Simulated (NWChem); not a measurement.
The numbers come from NWChem runs, not from measurements. System: C₂H₄O₂, charge 1, spin multiplicity 2, at the geometry of a parent with another charge or spin, in a state set for the comparison that need not be this species' ground state. Its SCF solution wasn't tested for a lower state. Level: UHF/def2-TZVP.

Output (cleaned and shortened):

```
             Northwest Computational Chemistry Package (NWChem) 7.3.0
             --------------------------------------------------------

                                NWChem Input Module
                                -------------------

 Scaling coordinates for geometry "geometry" by  1.889725989
 (inverse scale =  0.529177249)

 Turning off AUTOSYM since
 SYMMETRY directive was detected!

                             Geometry "geometry" -> ""
                             -------------------------

 Output coordinates in angstroms (scale by  1.889725989 to convert to a.u.)

  No.       Tag          Charge          X              Y              Z
 ---- ---------------- ---------- -------------- -------------- --------------
    1 C                    6.0000     1.34798400     0.35053100     0.00000000
    2 C                    6.0000    -0.07032600    -0.13587000     0.00000000
    3 O                    8.0000    -0.94509200     0.88294900     0.00000000
    4 O                    8.0000    -0.42035400    -1.28554700     0.00000000
    5 H                    1.0000     2.03055600    -0.50579800     0.00000000
    6 H                    1.0000     1.52737700     0.97854600    -0.88481200
    7 H                    1.0000     1.52737700     0.97854600     0.88481200
    8 H                    1.0000    -1.82769400     0.48153100     0.00000000

 Effective nuclear repulsion energy (a.u.)     121.5409487727

            Nuclear Dipole moment (a.u.)
            ----------------------------
        X                 Y               Z
 ---------------- ---------------- ----------------
    -0.0000075589     0.0000132281     0.0000000000

      Symmetry information
      --------------------

 Group name             Cs
 Group number              2
 Group order               2
 No. of unique centers     7

      Symmetry unique atoms

     1    2    3    4    5    6    8


 Summary of "ao basis" -> "" (spherical)
 ------------------------------------------------------------------------------
       Tag                 Description            Shells   Functions and Types
 ---------------- ------------------------------  ------  ---------------------
 *                         def2-tzvp                  on all atoms

 Summary of "ao basis" -> "ao basis" (spherical)
 ------------------------------------------------------------------------------
       Tag                 Description            Shells   Functions and Types
[...]
    67      0.943755  3 O  s                127     -0.947389  5 H  s
    44      0.320305  2 C  py                74     -0.310869  3 O  px

 center of mass
 --------------
 x =  -0.10154279 y =  -0.06031260 z =   0.00000000

 moments of inertia (a.u.)
 ------------------
         159.047346311300          -7.386949709583           0.000000000000
          -7.386949709583         187.859431982505           0.000000000000
           0.000000000000           0.000000000000         335.636236389386

  Mulliken analysis of the total density
  --------------------------------------

    Atom       Charge   Shell Charges
 -----------   ------   -------------------------------------------------------
    1 C    6     6.29   0.85  1.12  0.47  0.69  0.07  1.26  1.42  0.33  0.02  0.04  0.00
    2 C    6     5.47   0.86  1.12  0.54  0.53  0.04  1.13  0.90  0.05  0.06  0.22  0.03
    3 O    8     8.32   0.79  1.18  0.57  0.98  0.27  1.83  2.03  0.62  0.00  0.04  0.00
    4 O    8     7.95   0.79  1.18  0.61  1.00  0.30  1.78  1.80  0.44  0.00  0.03  0.00
    5 H    1     0.81   0.26  0.47  0.06  0.02
    6 H    1     0.78   0.25  0.45  0.06  0.02
    7 H    1     0.78   0.25  0.45  0.06  0.02
    8 H    1     0.60   0.23  0.31  0.01  0.04

  Mulliken analysis of the alpha density
  --------------------------------------

    Atom       Charge   Shell Charges
 -----------   ------   -------------------------------------------------------
    1 C    6     3.19   0.43  0.56  0.24  0.35  0.04  0.65  0.73  0.17  0.01  0.02  0.00
    2 C    6     2.65   0.43  0.56  0.26  0.26  0.02  0.54  0.41  0.02  0.03  0.11  0.01
    3 O    8     4.20   0.40  0.59  0.29  0.49  0.14  0.94  1.04  0.31  0.00  0.02  0.00
    4 O    8     4.48   0.40  0.59  0.32  0.51  0.14  1.13  1.12  0.25  0.00  0.02  0.00
    5 H    1     0.40   0.13  0.23  0.03  0.01
    6 H    1     0.39   0.13  0.23  0.03  0.01
    7 H    1     0.39   0.13  0.23  0.03  0.01
    8 H    1     0.30   0.12  0.15  0.01  0.02

   Mulliken analysis of the beta density
   -------------------------------------

    Atom       Charge   Shell Charges
 -----------   ------   -------------------------------------------------------
    1 C    6     3.11   0.43  0.56  0.24  0.34  0.04  0.61  0.70  0.16  0.01  0.02  0.00
    2 C    6     2.82   0.43  0.56  0.27  0.28  0.02  0.60  0.49  0.03  0.03  0.10  0.01
    3 O    8     4.12   0.40  0.59  0.29  0.49  0.14  0.89  1.00  0.31  0.00  0.02  0.00
    4 O    8     3.47   0.40  0.59  0.30  0.48  0.15  0.66  0.69  0.19  0.00  0.02  0.00
    5 H    1     0.41   0.13  0.23  0.03  0.01
    6 H    1     0.39   0.13  0.23  0.03  0.01
    7 H    1     0.39   0.13  0.23  0.03  0.01
    8 H    1     0.30   0.12  0.15  0.01  0.02

   Mulliken analysis of the spin density
   -------------------------------------

    Atom       Charge   Shell Charges
 -----------   ------   -------------------------------------------------------
    1 C    6     0.08   0.00 -0.00  0.00  0.01 -0.00  0.03  0.03  0.00  0.00  0.00  0.00
    2 C    6    -0.17  -0.00  0.00 -0.01 -0.02 -0.01 -0.06 -0.08 -0.01  0.01  0.01  0.00
    3 O    8     0.09  -0.00 -0.00  0.00  0.00 -0.00  0.05  0.04  0.00  0.00 -0.00  0.00
    4 O    8     1.01   0.00 -0.00  0.02  0.03 -0.01  0.47  0.43  0.06 -0.00 -0.00 -0.00
    5 H    1    -0.00  -0.00 -0.00 -0.00  0.00
    6 H    1     0.00   0.00 -0.00  0.00  0.00
    7 H    1     0.00   0.00 -0.00  0.00  0.00
    8 H    1    -0.00  -0.00 -0.00  0.00 -0.00

       Multipole analysis of the density wrt the origin
       ------------------------------------------------

     L   x y z        total         alpha         beta         nuclear
     -   - - -        -----         -----         ----         -------
     0   0 0 0      1.000000    -16.000000    -15.000000     32.000000

     1   1 0 0     -0.032743      0.337946     -0.370682     -0.000008
     1   0 1 0     -0.127054      0.977490     -1.104557      0.000013
     1   0 0 1      0.000000      0.000000      0.000000      0.000000

     2   2 0 0     -7.751711    -61.322118    -59.348771    112.919177
     2   1 1 0      0.784844     -3.292135     -1.714578      5.791557
     2   1 0 1     -0.000000      0.000000     -0.000000      0.000000
     2   0 2 0    -15.298816    -51.227413    -45.165432     81.094029
     2   0 1 1      0.000000      0.000000      0.000000      0.000000
     2   0 0 2    -15.222161    -10.478407    -10.335272      5.591517

 Task  times  cpu:       17.0s     wall:       17.0s

 Total times  cpu:       17.0s     wall:       17.0s
```

Q: Write an NWChem input that would produce this output.

A: Several could match; the one computed here: 
```
start mol
memory heap 200 mb stack 900 mb global 1100 mb
charge 1
geometry units angstroms nocenter noautoz
  C      1.347984     0.350531     0.000000
  C     -0.070326    -0.135870     0.000000
  O     -0.945092     0.882949     0.000000
  O     -0.420354    -1.285547     0.000000
  H      2.030556    -0.505798     0.000000
  H      1.527377     0.978546    -0.884812
  H      1.527377     0.978546     0.884812
  H     -1.827694     0.481531     0.000000
  symmetry group Cs
end
basis spherical
  * library def2-tzvp
end
scf
  uhf
  nopen 1
  maxiter 100
  thresh 1e-7
  semidirect memsize 60000000 filesize 0
  # guess.movecs holds the orbitals of an unrestricted PBE0 run
  vectors input guess.movecs output mol.movecs
end
task scf energy
```
